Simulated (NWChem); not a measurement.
# C2H4F2 (1,2-difluoroethane): levels of theory compared

Aim: a comparison of 6 runs (HF/STO-3G, HF/3-21G, B3LYP/6-31G*, B3LYP/def2-SVPD, M06-2X/def2-SVPD, PBE0/def2-SVPD) of C2H4F2 (1,2-difluoroethane). 

The results are computed with NWChem 7.3.0.

## Step 1: Starting point

C2H4F2 has 8 atoms, charge 0, and is taken as a singlet. SMILES: `FCCF`. Geometry: relaxed at PBE0-D4/def2-TZVP. This is one conformer, not always the lowest.

Bond lengths: F1–C2 1.378 Å, C2–C3 1.498 Å, C3–F4 1.378 Å, C2–H5 1.094 Å, C2–H6 1.095 Å, C3–H7 1.095 Å, C3–H8 1.094 Å. Some angles: F1–C2–C3 110.9°, C2–C3–F4 110.9°, F1–C2–H5 108.2°, F1–C2–H6 108.3°, C3–C2–H5 110.5°, C3–C2–H6 109.4°, C2–C3–H7 109.4°, C2–C3–H8 110.5°, F4–C3–H7 108.3°, F4–C3–H8 108.2°.

## Step 2: Energy and forces at HF/STO-3G (run 1)

The input, test.nw:

```
start test
memory total 2200 mb
charge 0

geometry units angstrom noautosym nocenter noautoz
  F       -1.312370       0.775570       0.874010
  C       -0.115750       0.716060       0.193200
  C        0.217900      -0.696080      -0.177380
  F       -0.618130      -1.153280      -1.172850
  H       -0.201180       1.337840      -0.702830
  H        0.670250       1.117960       0.841860
  H        1.248900      -0.742470      -0.544780
  H        0.110390      -1.355610       0.688780
end

basis spherical bse
  * library STO-3G
end

scf
  thresh 1e-08
  maxiter 80
end

task scf gradient
```

Launch:

```sh
$ nwchem test.nw > test.out
```

Log:

```text
[...]
  functions       =    24
[...]
  wavefunction    = RHF
[...]
         Total SCF energy =   -273.195115575219
      One-electron energy =   -635.644757792479
      Two-electron energy =    234.315000875212
 Nuclear repulsion energy =    128.134641342048
        Time for solution =      0.8s
[...]
                         RHF ENERGY GRADIENTS
    atom               coordinates                        gradient
                 x          y          z           x          y          z
   1 F      -2.480020   1.465615   1.651639    0.012387  -0.000082  -0.006964
   2 C      -0.218736   1.353157   0.365095    0.009473  -0.039784  -0.016856
   3 C       0.411771  -1.315400  -0.335200   -0.011217   0.039440   0.016593
   4 F      -1.168096  -2.179383  -2.216365    0.008878   0.004242   0.010254
   5 H      -0.380175   2.528151  -1.328156   -0.005696  -0.001801   0.004333
   6 H       1.266589   2.112638   1.590885   -0.004854  -0.002692   0.002500
   7 H       2.360079  -1.403065  -1.029485   -0.004543   0.000853  -0.003958
   8 H       0.208607  -2.561731   1.301605   -0.004427  -0.000177  -0.005902
[...]
```

Run time: 1.6 s. Hardware: 1 thread of Intel Xeon 6975P-C (Granite Rapids), shared host; peak memory 0.1 GiB.

## Step 3: Energy and gradient at HF/3-21G (run 2)

The input, sp.nw:

```
start sp
title "C2H4F2 hf"
memory stack 880 mb heap 220 mb global 1100 mb
charge 0

geometry noautosym nocenter noautoz
  F    -1.312370    0.775570    0.874010
  C    -0.115750    0.716060    0.193200
  C     0.217900   -0.696080   -0.177380
  F    -0.618130   -1.153280   -1.172850
  H    -0.201180    1.337840   -0.702830
  H     0.670250    1.117960    0.841860
  H     1.248900   -0.742470   -0.544780
  H     0.110390   -1.355610    0.688780
end

basis spherical bse
  * library 3-21G
end

scf
  thresh 1e-08
  maxiter 80
end

task scf gradient
```

Launch:

```sh
$ nwchem sp.nw > sp.out
```

Log:

```text
[...]
  functions       =    44
[...]
  wavefunction    = RHF
[...]
         Total SCF energy =   -275.416617617157
      One-electron energy =   -636.164680863086
      Two-electron energy =    232.613421903881
 Nuclear repulsion energy =    128.134641342048
        Time for solution =      0.9s
[...]
                         RHF ENERGY GRADIENTS
    atom               coordinates                        gradient
                 x          y          z           x          y          z
   1 F      -2.480020   1.465615   1.651639    0.018595   0.001756  -0.010989
   2 C      -0.218736   1.353157   0.365095   -0.020259  -0.016829   0.008533
   3 C       0.411771  -1.315400  -0.335200   -0.021607   0.008636  -0.015008
   4 F      -1.168096  -2.179383  -2.216365    0.013861   0.004594   0.016012
   5 H      -0.380175   2.528151  -1.328156   -0.003315   0.007117  -0.007158
   6 H       1.266589   2.112638   1.590885    0.006014   0.003970   0.007973
   7 H       2.360079  -1.403065  -1.029485    0.009100  -0.001013  -0.005637
   8 H       0.208607  -2.561731   1.301605   -0.002390  -0.008232   0.006274
[...]
```

It took 1.6 s on 1 thread of Intel Xeon 6975P-C (Granite Rapids), shared host; peak memory 0.1 GiB.

## Step 4: Energy and gradient at B3LYP/6-31G(d) (Cartesian functions) (run 3)

The input, c2h4f2.nw:

```
echo
start c2h4f2
memory stack 880 mb heap 220 mb global 1100 mb

geometry units angstroms noautosym nocenter noautoz
F       -1.312370       0.775570       0.874010
C       -0.115750       0.716060       0.193200
C        0.217900      -0.696080      -0.177380
F       -0.618130      -1.153280      -1.172850
H       -0.201180       1.337840      -0.702830
H        0.670250       1.117960       0.841860
H        1.248900      -0.742470      -0.544780
H        0.110390      -1.355610       0.688780
end

basis "ao basis" cartesian
* library 6-31G*
end

dft
xc b3lyp
grid xfine
convergence energy 1e-08
maxiter 100
mulliken
noprint "final vectors analysis"
end

task dft gradient
```

Launch:

```sh
$ nwchem c2h4f2.nw > c2h4f2.out
```

Log:

```text
[...]
          Wavefunction type:  closed shell.
          No. of atoms     :     8
          No. of electrons :    34
[...]
          Charge           :     0
          Spin multiplicity:     1
[...]
          AO basis - number of functions:    68
[...]
              XC Information
              --------------
                         B3LYP Method XC Potential
                     Hartree-Fock (Exact) Exchange  0.200
                        Slater Exchange Functional  0.800 local
                    Becke 1988 Exchange Functional  0.720 non-local
              Lee-Yang-Parr Correlation Functional  0.810
                  VWN I RPA Correlation Functional  0.190 local
[...]
 d= 0,ls=0.0,diis     1   -278.1872775092 -4.06D+02  2.05D-02  8.59D-01     2.3
[...]
 d= 0,ls=0.0,diis     8   -278.2783030541 -1.26D-09  8.91D-07  8.82D-09    15.9
         Total DFT energy =     -278.278303054124
      One electron energy =     -638.487726887766
           Coulomb energy =      265.396088544886
    Exchange-Corr. energy =      -33.321306053292
 Nuclear repulsion energy =      128.134641342048
[...]
      Total Density - Mulliken Population Analysis
     ---------------------------------------------
    Atom       Charge   Shell Charges
 -----------   ------   -------------------------------------------------------
    1 F    9     9.31   1.99  0.94  3.31  0.98  2.02  0.05
    2 C    6     5.97   1.99  0.70  2.03  0.52  0.67  0.05
    3 C    6     5.97   1.99  0.70  2.03  0.52  0.67  0.05
    4 F    9     9.31   1.99  0.94  3.31  0.98  2.02  0.05
    5 H    1     0.85   0.54  0.32
    6 H    1     0.87   0.54  0.33
    7 H    1     0.87   0.54  0.33
    8 H    1     0.85   0.54  0.32
[...]
  wavefunction    = closed shell
                         DFT ENERGY GRADIENTS
    atom               coordinates                        gradient
                 x          y          z           x          y          z
   1 F      -2.480020   1.465615   1.651639    0.006963   0.000631  -0.003600
   2 C      -0.218736   1.353157   0.365095   -0.001581  -0.005051  -0.000826
   3 C       0.411771  -1.315400  -0.335200   -0.003506   0.004054   0.000044
   4 F      -1.168096  -2.179383  -2.216365    0.005332   0.001774   0.005502
   5 H      -0.380175   2.528151  -1.328156   -0.001479  -0.000748   0.002024
   6 H       1.266589   2.112638   1.590885   -0.002232  -0.001253  -0.000271
   7 H       2.360079  -1.403065  -1.029485   -0.002507   0.000325  -0.000465
   8 H       0.208607  -2.561731   1.301605   -0.000990   0.000266  -0.002407
[...]
```

Run time: 20 s. Hardware: 1 thread of Intel Xeon 6975P-C (Granite Rapids), shared host; peak memory 0.14 GiB.

Runs 4 to 5 aren't shown in full; the table further down has their settings and results.

## Step 5: Energy and gradient at PBE0/def2-SVPD (run 6)

The input, c2h4f2.nw:

```
start c2h4f2
memory total 2200 mb

geometry units angstroms noautosym nocenter noautoz
   F    -1.312370    0.775570    0.874010
   C    -0.115750    0.716060    0.193200
   C     0.217900   -0.696080   -0.177380
   F    -0.618130   -1.153280   -1.172850
   H    -0.201180    1.337840   -0.702830
   H     0.670250    1.117960    0.841860
   H     1.248900   -0.742470   -0.544780
   H     0.110390   -1.355610    0.688780
end

basis "ao basis" spherical bse
   * library def2-SVPD
end

dft
   xc pbe0
   grid fine
   convergence energy 1e-08
   maxiter 100
   mulliken
   noprint "final vectors analysis"
end

task dft gradient
```

Launch:

```sh
$ nwchem c2h4f2.nw > c2h4f2.out
```

Log:

```text
[...]
          Wavefunction type:  closed shell.
          No. of atoms     :     8
          No. of electrons :    34
[...]
          Charge           :     0
          Spin multiplicity:     1
[...]
          AO basis - number of functions:   118
[...]
              XC Information
              --------------
                         PBE0 Method XC Functional
                     Hartree-Fock (Exact) Exchange  0.250
          PerdewBurkeErnzerhof Exchange Functional  0.750
            Perdew 1991 LDA Correlation Functional  1.000 local
           PerdewBurkeErnz. Correlation Functional  1.000 non-local
[...]
 d= 0,ls=0.0,diis     1   -277.7299782115 -4.06D+02  1.18D-02  7.50D-01     2.3
[...]
 d= 0,ls=0.0,diis     8   -277.8154424886 -1.14D-09  5.53D-07  8.81D-09    15.5
         Total DFT energy =     -277.815442488616
      One electron energy =     -637.582952364263
           Coulomb energy =      264.565490915646
    Exchange-Corr. energy =      -32.932622382047
 Nuclear repulsion energy =      128.134641342048
[...]
      Total Density - Mulliken Population Analysis
     ---------------------------------------------
    Atom       Charge   Shell Charges
 -----------   ------   -------------------------------------------------------
    1 F    9     9.47   1.99  1.14  0.81  0.06  3.33  1.96  0.15  0.01  0.03
    2 C    6     5.46   1.98  0.94 -0.24  0.06  2.04  0.50  0.07  0.10
    3 C    6     5.46   1.98  0.94 -0.24  0.06  2.04  0.50  0.07  0.10
    4 F    9     9.47   1.99  1.14  0.81  0.06  3.33  1.96  0.15  0.01  0.03
    5 H    1     1.04   0.77  0.24  0.02  0.02
    6 H    1     1.02   0.77  0.24  0.02  0.00
    7 H    1     1.02   0.77  0.24  0.02  0.00
    8 H    1     1.04   0.77  0.24  0.02  0.02
[...]
  wavefunction    = closed shell
                         DFT ENERGY GRADIENTS
    atom               coordinates                        gradient
                 x          y          z           x          y          z
   1 F      -2.480020   1.465615   1.651639    0.000386  -0.000188  -0.000284
   2 C      -0.218736   1.353157   0.365095    0.002605   0.002521  -0.001186
   3 C       0.411771  -1.315400  -0.335200    0.002875  -0.001450   0.002040
   4 F      -1.168096  -2.179383  -2.216365    0.000189   0.000301   0.000372
   5 H      -0.380175   2.528151  -1.328156    0.000418  -0.002638   0.003518
   6 H       1.266589   2.112638   1.590885   -0.002907  -0.001786  -0.002637
   7 H       2.360079  -1.403065  -1.029485   -0.003989   0.000436   0.001567
   8 H       0.208607  -2.561731   1.301605    0.000424   0.002804  -0.003389
[...]
```

Wall time 21 s (1 thread of Intel Xeon 6975P-C (Granite Rapids), shared host); peak memory 0.13 GiB.

## Step 6: The series

| run | level | Cartesian functions | iteration cap | energy (Eh) | dipole moment (D) | largest force (eV/Å) | wall time |
| --- | --- | --- | --- | --- | --- | --- | --- |
| 1 | HF/STO-3G | no | 80 | -273.195116 | 1.74 | 2.275 | 1.6 s |
| 2 | HF/3-21G | no | 80 | -275.416618 | 3.18 | 1.424 | 1.6 s |
| 3 | B3LYP/6-31G* (Cartesian functions) | yes | 100 | -278.278303 | 2.38 | 0.404 | 20 s |
| 4 | B3LYP/def2-SVPD | no | 100 | -278.104126 | 2.77 | 0.438 | 23 s |
| 5 | M06-2X/def2-SVPD | no | 100 | -277.986841 | 2.81 | 0.160 | 31 s |
| 6 | PBE0/def2-SVPD | no | 100 | -277.815442 | 2.74 | 0.227 | 21 s |

## Step 7: Summary of results

| quantity | value |
| --- | --- |
| run 6: total energy | -277.81544 Eh |
| run 6: dipole moment | 2.74 D |
| run 6: largest force on an atom | 0.227 eV/Å |

The dipole moment (its size) runs from 1.74 D (HF/STO-3G) to 3.18 D (HF/3-21G). Over runs 1, 2, 5 the HOMO–LUMO gap runs from 12.25 eV (M06-2X/def2-SVPD) to 25.20 eV (HF/STO-3G). The two ends differ in method and basis. Totals of different functionals can't be ranked against each other. In run 1 the basis is minimal, so the values are rough. All runs together took 98 s, the longest 31 s.
